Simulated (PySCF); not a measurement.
Series: H2E=Y. Gas-phase values, no solvent. Strings in code marks are SMILES.

These are PBE-D3(BJ)/def2-TZVP // r2SCAN-D4/def2-TZVP (PySCF) values and carry that method's errors. Excitations are Tamm–Dancoff values on a coarser integration grid. The basis has no diffuse functions, so Rydberg states are missing or too high.

A: `C=[Se]`
B: `N=[SiH2]`
C: `[GeH2]=[S]`
D: `C=O`
E: `[SiH2]=[Se]`
F: `O=[SiH2]`

### Question
A design calls for the lowest brightest of the four lowest singlets (TDA) in this set. Which member fits?

### Answer
E (4.68 eV); next is C (4.90 eV).
